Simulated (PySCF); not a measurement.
## Electric field gradients and quadrupole coupling constants

Species: methylsilylchloride, CH5ClSi.
Geometry (PBE0-D3(BJ)/def2-SVP, Å), atoms numbered from 1 in this order:
```xyz
8
CH5ClSi angstrom
C      1.0100    0.1577    0.0602
Si    -0.8135   -0.2697   -0.0574
Cl    -1.9450    1.4723   -0.1445
H      1.4433   -0.2171    0.9994
H      1.5706   -0.2795   -0.7795
H      1.1475    1.2489    0.0315
H     -1.2769   -1.0420    1.1312
H     -1.1179   -1.0518   -1.2899
```

Field gradients from the PBE0/pcSseg-1 density (PySCF, non-relativistic), principal values in atomic units, ordered |Vxx| ≤ |Vyy| ≤ |Vzz|:

```
atom      Vxx      Vyy     Vzz
 Cl3  -1.1240  -1.1466  2.2706
```

Task: Find the asymmetry η = (Vxx − Vyy)/Vzz and the couplings χ = eQV/h (234.96 MHz × Q in barn × V in au), with Q(35Cl) = −0.0817 b.

Result: 
```json
{"atom": "Cl3", "environment": "silicon-bound chlorine", "nucleus": "35Cl", "η": "0.01", "χzz (MHz)": "-43.59", "χxx (MHz)": "21.58", "χyy (MHz)": "22.01"}
```

The gradient is axial or nearly so (η below 0.05) at Cl3. The tensor is traceless: Vxx + Vyy + Vzz = 0.

Task: What is Vzz at Cl3 in SI units (1 au = 9.71736 × 10²¹ V/m²)?

Result: 2.2706 au = 22.064 × 10²¹ V/m².

Task: What couplings would deuterons (Q(2H) = 0.00286 b) have in place of the hydrogens, at this geometry?

Result: 
| atom | bonded to | bond length (Å) | Vzz (au) | η | χzz (kHz) |
| --- | --- | --- | --- | --- | --- |
| H4 | C1 | 1.100 | 0.2979 | 0.00 | 200 |
| H5 | C1 | 1.100 | 0.2978 | 0.00 | 200 |
| H6 | C1 | 1.100 | 0.2964 | 0.00 | 199 |
| H7 | Si2 | 1.491 | 0.1385 | 0.03 | 93 |
| H8 | Si2 | 1.491 | 0.1386 | 0.03 | 93 |

Isolated species at its PBE0-D3(BJ)/def2-SVP geometry, gas phase. The small basis limits the accuracy of the gradients.

These values come from a run that also computed NMR shieldings. On one thread, Arm Neoverse V2, on a shared host, this took 3.8 s.
